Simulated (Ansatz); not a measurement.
## Structure relaxation of VAu

These are results of DFT r2SCAN, scalar-relativistic, plane waves, PAW (Ansatz), not measurements. Cutoff 500 eV, Γ-centred k mesh, Gaussian smearing, collinear spin, first started from parallel moments.

The start is a database structure of VAu, space group R-3m (No. 166).

```yaml
crystal:
  lattice:
    - [1.41040, 0.81430, 4.61109]
    - [-1.41040, 0.81430, 4.61109]
    - [0.00000, -1.62859, 4.61109]
  atoms:
    - { symbol: V, position: [0.50000, 0.50000, 0.50000] }
    - { symbol: Au, position: [0.00000, 0.00000, 0.00000] }
```

Steps on the 24×24×24 mesh (2 atoms). 5 of 6 steps are shown, and the free energy counts from the last. Trial steps that were taken back and renewals of the plane-wave basis can be among the rows.

```tsv
step	ΔF (meV/atom)	V (Å³/atom)	P (GPa)
1	25.6	15.89	3.35
2	2.2	16.57	-2.06
3	6.2	16.04	3.48
4	0.4	16.36	-0.14
6	0.0	16.34	0.01
```

A final relaxation ran on a 24×24×24 mesh. The relaxed crystal, R-3m (No. 166):

```
V Au
1.0
     1.45540    0.84027    4.45483
    -1.45540    0.84027    4.45483
     0.00000   -1.68055    4.45483
V Au
1 1
Cartesian
  0.0000 0.0000 6.6822
  0.0000 0.0000 0.0000
```

| Quantity | Value |
| --- | --- |
| Volume per atom | 16.34 Å³ |
| Density | 12.59 g/cm³ |
| Energy over the elements | 0.18 eV/atom |
| Gap on the 24×24×24 mesh | 0 eV (a metal) |
| Net moment per atom | 1.08 μB |
| Largest site moment | 1.83 μB |

Formation energies are uncorrected and refer to the elements' standard structures at the same level.

The final run used a 24×24×24 mesh on its 2-atom cell and 0.10 eV smearing. The k mesh leaves about 4 meV/atom of noise in metals. Spin–orbit coupling is left out. The magnetic state reached may not be the lowest.

Symmetry constrained the relaxation, so the result can be a saddle point.

Cost: 2 runs of about 38 core-minutes in all, on Intel Xeon Platinum 8259CL (Skylake/Cascade Lake) (shared hosts).